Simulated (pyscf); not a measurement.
H₂N–B(NH₂)–NH₂ + HF → H₂N–B(NH₂)–F + NH₃, a four-centre exchange (singlet surface; B–N, F–H broken, B–F, H–N formed). Structures and frequencies: ωB97X-D3(BJ)/def2-SVP in PySCF. Energies in kcal/mol from the separated reactants.

Small-basis levels: PySCF, no dispersion term, spherical d functions. AM1 to PM7: differences of heats of formation from MOPAC, which are fitted to 298 K values and so differ in kind from electronic energies by zero-point and thermal terms. Cost: rough CPU time at the saddle relative to B3LYP/6-31G*, from one job on a shared machine.

```
level                   barrier  reaction energy        cost
----------------------  -------  ---------------  ----------
HF/STO-3G                  29.1            -26.5        0.03
BP86/6-31G*                -2.5            -28.2           1
B3LYP/STO-3G               -6.8            -34.7         0.3
B3LYP/LANL2DZ               7.3            -14.6         0.8
M06-2X/6-31G*               2.9            -26.0           2
PBE/def2-SVP               -2.5            -22.0           1
PM3                        34.5            -19.7  under 0.02
PM6                        15.6            -15.6  under 0.02
PM7                         [?]            -17.9  under 0.02
ωB97M-D3(BJ)/def2-TZVP      [?]            -17.5           –
```

Q: Complete the blanks.

A: 
- PM7, barrier: 39.7
- ωB97M-D3(BJ)/def2-TZVP, barrier: 11.6

Against the last row the barrier runs from -18.4 (B3LYP/STO-3G) to +28.1 kcal/mol (PM7). At BP86/6-31G*, B3LYP/STO-3G, PBE/def2-SVP this geometry lies under one side, so the entry may be no barrier of that level: it is a single point on another level's saddle. ωB97M-D3(BJ)/def2-TZVP has limits of its own. On the reactant side the descent ends in a bound adduct, 11.6 kcal/mol under the separated species and 23.5 kcal/mol under the saddle at ωB97X-D3(BJ)/def2-TZVP. On the product side the descent ends in an adduct with a B–N contact, 3.6 kcal/mol over the separated species and 25.6 kcal/mol under the saddle at ωB97X-D3(BJ)/def2-TZVP. What is counted as broken (B–N) persists as a longer contact in the product adduct; parting that adduct is a step of its own. This is the saddle that the search found; another between the same sides may lie lower.
